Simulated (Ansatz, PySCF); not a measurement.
Species: C2HO (charge 0, doublet). It need not be the lowest isomer of its formula. 
Geometry from a B3LYP-D3(BJ)/def2-TZVP (Ansatz, an electronic-structure program) optimisation:
```
C
O 1 1.1710
C 1 1.2878 2 170.77
H 3 1.0711 1 137.10 2 -180.00
```
Charge 0, spin multiplicity 2.

Property: atomisation energy (electronic, to ground-state atoms), in eV. Cores are frozen in the correlated levels unless marked. UHF or UKS for open shells. No spin-orbit coupling. Non-relativistic. The coupled-cluster limit lacks core correlation, which all-electron functionals hold. Basis-set limits of correlation are two-point, X^-3; Hartree-Fock from the larger set. The bracket is a focal-point correction in the basis named.

| level | program | atomisation energy (eV) |
|---|---|---|
| TPSS-D4/def2-TZVPD | PySCF + dftd4 | 18.59 |
| B3LYP/def2-TZVPD | Ansatz | 18.36 |
| PBE0-D4/def2-TZVPD | Ansatz + dftd4 | 18.60 |
| HSE06/def2-TZVPD | Ansatz | 18.60 |
| LC-wPBE-D3(BJ)/def2-TZVPD | Ansatz + dftd3 | 18.42 |
| wB97M-V/def2-TZVPD | Ansatz | 18.33 |
| MP2/aug-cc-pVDZ | Ansatz | 17.36 |
| SCS-MP2/6-31G* | Ansatz | 16.80 |
| CCSD(T)/cc-pwCVTZ | Ansatz | 17.60 |
| RI-MP2/CBS(aug-cc-pVTZ,aug-cc-pVQZ)+[CCSD(T)-MP2]/aug-cc-pVTZ | Ansatz | 18.11 |
